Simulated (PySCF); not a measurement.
`C1C[C@H]2C[C@@H]1C2` in a uniform electric field

Compound: C6H10.
SMILES with atom numbers: `[CH2:1]1[CH2:2][C@H:3]2[CH2:4][C@@H:5]1[CH2:6]2` (hydrogens: H7, H8 on C1; H9, H10 on C2; H11 on C3; H12, H13 on C4; H14 on C5; H15, H16 on C6)

Structure used (GFN2-xTB), in Å, numbered top down from 1:
```xyz
16
C6H10 angstrom
C     -0.4640    1.1080   -0.6342
C     -0.3293    0.9620    0.8992
C      0.2281   -0.4607    0.9559
C     -0.6722   -1.1880   -0.0544
C      0.0512   -0.2700   -1.0515
C      1.2890   -0.4239   -0.1546
H     -1.4940    1.2733   -0.9492
H      0.1523    1.9134   -1.0330
H      0.3588    1.6893    1.3294
H     -1.2868    1.0474    1.4123
H      0.4388   -0.8725    1.9394
H     -0.4223   -2.2389   -0.1760
H     -1.7487   -1.0674    0.0517
H      0.0813   -0.4874   -2.1160
H      2.0054    0.3955   -0.1398
H      1.8048   -1.3711   -0.2903
```

Level: CAM-B3LYP/def2-SVPD (PySCF); nuclei fixed, core orbitals frozen in the response. Permanent dipole (0.020, -0.052, -0.007) D (1 au = 2.5417 D). Static polarisability (au):

```
x   63.30 -1.06 -0.11
y   -1.06 65.66  0.33
z   -0.11  0.33 63.22
```

Only the terms in μ and α are kept: μ(F) = μ + αF and ΔE = −μ·F − ½ F·αF.

Question: What do fields of 0.051 V/Å (0.001 au) along the six axis directions do?

Answer: 
```json
{"field along": "+x", "induced x (D)": "0.161", "induced y (D)": "-0.003", "induced z (D)": "0.000", "total size (D)": "0.189", "−μ·F (kJ/mol)": "-0.021", "−½F·αF (kJ/mol)": "-0.083"}
{"field along": "−x", "induced x (D)": "-0.161", "induced y (D)": "0.003", "induced z (D)": "0.000", "total size (D)": "0.149", "−μ·F (kJ/mol)": "+0.021", "−½F·αF (kJ/mol)": "-0.083"}
{"field along": "+y", "induced x (D)": "-0.003", "induced y (D)": "0.167", "induced z (D)": "0.001", "total size (D)": "0.116", "−μ·F (kJ/mol)": "+0.054", "−½F·αF (kJ/mol)": "-0.086"}
{"field along": "−y", "induced x (D)": "0.003", "induced y (D)": "-0.167", "induced z (D)": "-0.001", "total size (D)": "0.220", "−μ·F (kJ/mol)": "-0.054", "−½F·αF (kJ/mol)": "-0.086"}
{"field along": "+z", "induced x (D)": "0.000", "induced y (D)": "0.001", "induced z (D)": "0.161", "total size (D)": "0.163", "−μ·F (kJ/mol)": "+0.007", "−½F·αF (kJ/mol)": "-0.083"}
{"field along": "−z", "induced x (D)": "0.000", "induced y (D)": "-0.001", "induced z (D)": "-0.161", "total size (D)": "0.177", "−μ·F (kJ/mol)": "-0.007", "−½F·αF (kJ/mol)": "-0.083"}
```

Question: For the field (-0.0010, 0.0006, 0.0010) au, what is the induced dipole, and what angle does it make with the field?

Answer: αF = (-0.163, 0.104, 0.161) D, at 1.4° to the field. The polarisability along this direction, F·αF/F², is 64.43 au, against a mean of 64.06 au.

Question: A unit point charge sits 11 Å away. Estimate the induction energy −αe²/2R⁴ with the mean polarisability, treating the molecule as a point.

Answer: R = 20.79 bohr, so the energy is −64.1/(2 × 20.79⁴) Eh = -0.45 kJ/mol.

Isolated species at its GFN2-xTB geometry, gas phase.
